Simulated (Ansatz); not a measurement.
**C2H2, singlet: CASSCF and its corrections**

Computed with Ansatz's Gaussian-basis code (development build). Basis pcseg-2, nonrelativistic, 2 orbitals frozen in the corrections. State-specific CASSCF; RHF is the lowest restricted (open-shell) Hartree–Fock solution met. Letters tell apart solutions met in one space. Solutions may break the symmetry of the shape. No proof that the lowest CASSCF solution was found.

Geometry:

```xyz
4

C     0.0000    0.0000    0.6010
C     0.0000    0.0000   -0.6010
H     0.0000    0.0000    1.6640
H     0.0000    0.0000   -1.6640
```

CASSCF less RHF, in eV, and natural occupations:

```
    CAS  CASSCF                         occupations
(6,6) a  -2.746  1.98, 1.94, 1.94, 0.06, 0.06, 0.02
(6,6) b  -1.447  2.00, 1.98, 1.95, 0.05, 0.01, 0.00
```

Q: What totals less RHF do the corrections give on each solution?

A: 

| CAS | SC-NEVPT2 |
| --- | --- |
| (6,6) a | -7.950 |
| (6,6) b | -7.814 |

Q: In CAS(6,6), is the solution lowest in CASSCF also lowest after SC-NEVPT2?

A: Yes: (6,6) a stays lowest, 0.14 eV under the next.

Q: Roughly how much CPU time does a whole run from the default start take (median of such runs, summed over threads; nearly all runs on one pinned thread of a shared server, mostly Xeon at 2.3 to 2.6 GHz, by a development driver)?

A: CAS(6,6) a: about 7.1 s. Other jobs ran beside these, and the count of passes differs.
